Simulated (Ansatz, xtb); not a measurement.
**Isomers of CH4OS in order of energy**

4 gas-phase structures of CH4OS, found in a search over its isomers (lower ones may exist). Each was relaxed with GFN2-xTB:

A. `CSO`, a singlet
B. `C[SH]=O`, a singlet
C. `OCS`, a singlet
D. `COS`, a singlet

**Question.** Estimate their order in r2SCAN-D4/def2-SVP energy at these geometries, lowest first.

**Answer.** Calculated order at r2SCAN-D4/def2-SVP: C (0.0), A (59.3), D (99.4), B (150.8) kJ/mol.

Energies above the lowest of each column, in kJ/mol; the last columns are at BLYP-D3(BJ)/def2-SVP geometries and were run for some of them only (a dash: not run or not comparable):

```csv
structure,GFN2-xTB,HF/STO-3G,r2SCAN-D4/def2-SVP,BLYP-D3(BJ)/def2-SVP,CCSD(T)/def2-TZVPP
C,0.0,0.0,0.0,0.0,0.0
A,24.2,23.9,59.3,49.1,39.6
D,33.7,37.6,99.4,84.1,89.9
B,66.1,458.0,150.8,–,–
```

Every level run on C puts it lowest or level with the lowest. Flexible structures stand in one conformer each, not always the lowest. Frequencies (BLYP-D3(BJ)/def2-SVP) were run for A, C, D alone.

Over these structures GFN2-xTB departs from r2SCAN-D4/def2-SVP by 28.8 kJ/mol on average once a common shift is removed. A GFN2-xTB relaxation took about 0.034 s and the r2SCAN-D4/def2-SVP energy about 1.4 s on a shared host (Ansatz 0.2.0, xtb 6.7.1).
